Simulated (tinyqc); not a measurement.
Inside a calculation. Method: G0W0 on RHF in the sto-3g basis, for H2O, spin multiplicity 1. One step of it, computed by the program tinyqc.

Problem. G0W0 on Hartree-Fock: LUMO. W(p,q,m) = sqrt2 sum_ia (pq|ia) (X+Y)_ia,m; Sigma_c(x) = sum_(i,m) W^2/(x - e_i + w_m) + sum_(a,m) W^2/(x - e_a - w_m); solve x = e_p + Sigma_c(x) by Newton steps; Z = 1/(1 - dSigma/dx); 1 hartree = 27.211386 eV.

orbital energies (hartree): MO1 -20.265750, MO2 -1.222605, MO3 -0.550349, MO4 -0.452021, MO5 -0.391302, MO6 0.506769, MO7 0.597276

Two-electron integrals over orbitals (pq|rs), unique and non-zero (hartree):
```
p,q,r,s,(pq|rs)
1,1,1,1,4.746426
2,1,1,1,-0.425753
2,1,2,1,0.060440
2,2,1,1,1.015652
2,2,2,1,-0.014668
2,2,2,2,0.724478
3,1,3,1,0.010935
3,2,3,1,0.017227
3,2,3,2,0.133192
3,3,1,1,0.775076
3,3,2,1,-0.004703
3,3,2,2,0.624225
3,3,3,3,0.604092
4,1,1,1,0.174403
4,1,2,1,-0.022632
4,1,2,2,0.013496
4,1,3,3,0.005917
4,1,4,1,0.024932
4,2,1,1,-0.148719
4,2,2,1,0.008529
4,2,2,2,-0.018354
4,2,3,3,0.004103
4,2,4,1,0.017724
4,2,4,2,0.128769
4,3,3,1,-0.003003
4,3,3,2,0.025260
4,3,4,3,0.054537
4,4,1,1,0.939896
4,4,2,1,-0.011650
4,4,2,2,0.660363
4,4,3,3,0.573042
4,4,4,1,-0.008919
4,4,4,2,-0.095169
4,4,4,4,0.711293
5,1,5,1,0.025977
5,2,5,1,0.033016
5,2,5,2,0.148808
5,3,5,3,0.027155
5,4,5,1,-0.012617
5,4,5,2,-0.046091
5,4,5,4,0.050236
5,5,1,1,1.115354
5,5,2,1,-0.012024
5,5,2,2,0.752282
5,5,3,3,0.609984
5,5,4,1,0.004909
5,5,4,2,-0.080372
5,5,4,4,0.694722
5,5,5,5,0.880159
6,1,1,1,-0.202049
6,1,2,1,0.030794
6,1,2,2,-0.001188
6,1,3,3,0.000765
6,1,4,1,0.002263
6,1,4,2,0.021059
6,1,4,4,-0.016680
6,1,5,5,-0.005423
6,1,6,1,0.027278
6,2,1,1,0.274330
6,2,2,1,-0.005981
6,2,2,2,0.134870
6,2,3,3,0.070698
6,2,4,1,0.018607
6,2,4,2,0.029054
6,2,4,4,0.064728
6,2,5,5,0.144470
6,2,6,1,0.010261
6,2,6,2,0.097251
6,3,3,1,0.002971
6,3,3,2,-0.033941
6,3,4,3,-0.034757
6,3,6,3,0.070346
6,4,1,1,0.264026
6,4,2,1,-0.003469
6,4,2,2,0.120278
6,4,3,3,0.049239
6,4,4,1,0.000581
6,4,4,2,-0.051504
6,4,4,4,0.131763
6,4,5,5,0.145287
6,4,6,1,-0.002357
6,4,6,2,0.058725
6,4,6,4,0.095076
6,5,5,1,0.013375
6,5,5,2,0.052058
6,5,5,4,0.004272
6,5,6,5,0.035315
6,6,1,1,0.798056
6,6,2,1,-0.007490
6,6,2,2,0.603686
6,6,3,3,0.557172
6,6,4,1,0.018494
6,6,4,2,0.048241
6,6,4,4,0.549485
6,6,5,5,0.585757
6,6,6,1,0.009210
6,6,6,2,0.096353
6,6,6,4,0.052790
6,6,6,6,0.590687
7,1,3,1,0.014479
7,1,3,2,0.021678
7,1,4,3,-0.004059
7,1,6,3,0.003401
7,1,7,1,0.019205
7,2,3,1,0.014580
7,2,3,2,0.050626
7,2,4,3,-0.033079
7,2,6,3,0.031719
7,2,7,1,0.018445
7,2,7,2,0.066110
7,3,1,1,0.367301
7,3,2,1,-0.007099
7,3,2,2,0.156020
7,3,3,3,0.089157
7,3,4,1,-0.000401
7,3,4,2,-0.081105
7,3,4,4,0.141849
7,3,5,5,0.199037
7,3,6,1,-0.006114
7,3,6,2,0.069350
7,3,6,4,0.099605
7,3,6,6,0.044094
7,3,7,3,0.160179
7,4,3,1,-0.008781
7,4,3,2,-0.075340
7,4,4,3,-0.011305
7,4,6,3,0.051702
7,4,7,1,-0.011594
7,4,7,2,-0.016278
7,4,7,4,0.072552
7,5,5,3,0.023784
7,5,7,5,0.024420
7,6,3,1,0.007727
7,6,3,2,0.086564
7,6,4,3,0.059252
7,6,6,3,-0.062039
7,6,7,1,0.009930
7,6,7,2,-0.007240
7,6,7,4,-0.060863
7,6,7,6,0.110721
7,7,1,1,0.834103
7,7,2,1,-0.008683
7,7,2,2,0.608693
7,7,3,3,0.588138
7,7,4,1,0.003988
7,7,4,2,-0.015370
7,7,4,4,0.580680
7,7,5,5,0.607736
7,7,6,1,-0.003562
7,7,6,2,0.061625
7,7,6,4,0.047466
7,7,6,6,0.555417
7,7,7,3,0.089388
7,7,7,7,0.597509
```

excitation energies w (hartree): 0.966124  1.036267  1.046115  1.085745  1.275271  1.445999  1.951397  1.953018  20.827008  20.901414

X + Y:
```
,1,2,3,4,5,6,7,8,9,10
1>6,0.000000,0.000000,0.000058,0.000000,0.000000,0.001688,0.000000,-0.001509,0.998691,0.000000
1>7,0.000000,0.000000,0.000000,0.001666,0.001126,0.000000,-0.003507,0.000000,0.000000,0.999081
2>6,0.000000,0.000000,-0.064989,0.000000,0.000000,-0.316122,0.000000,0.899575,0.000165,0.000000
2>7,0.000000,0.000000,0.000000,0.092778,-0.033462,0.000000,0.962851,0.000000,0.000000,0.000310
3>6,0.000000,0.000000,0.000000,-0.695338,0.642789,0.000000,0.051878,0.000000,0.000000,0.000033
3>7,0.000000,0.000000,-0.400060,0.000000,0.000000,0.792899,0.000000,0.190818,-0.000065,0.000000
4>6,0.000000,0.000000,0.883442,0.000000,0.000000,0.287085,0.000000,0.108881,-0.000021,0.000000
4>7,0.000000,0.000000,0.000000,0.693937,0.641901,0.000000,-0.022625,0.000000,0.000000,-0.000112
5>6,0.964138,0.000000,0.000000,0.000000,0.000000,0.000000,0.000000,0.000000,0.000000,0.000000
5>7,0.000000,0.976719,0.000000,0.000000,0.000000,0.000000,0.000000,0.000000,0.000000,0.000000
```

Give: The 12 largest terms at x = e_p; Newton steps; quasiparticle energy of the LUMO; Hartree-Fock value.

Solution.

The 12 largest terms at x = e_p (hartree; W for the signs of X + Y given):
```
q,m,W,term
6,8,0.1426,-0.0104
7,5,-0.1113,-0.0091
4,6,0.1240,0.0064
2,8,0.1515,0.0062
3,5,0.1094,0.0051
4,8,0.1162,0.0046
4,3,0.0570,0.0016
5,1,0.0482,0.0012
2,6,0.0582,0.0011
6,3,0.0322,-0.0010
3,7,0.0467,0.0007
6,6,0.0278,-0.0005
```

Newton steps (hartree):
```
step,x,Sigma_c(x),Z
0,0.5068,0.0063,0.9769
1,0.5130,0.0062,0.9768
2,0.5130,0.0062,0.9768
```

quasiparticle energy of the LUMO = 13.9584 eV

Hartree-Fock value = 13.7899 eV
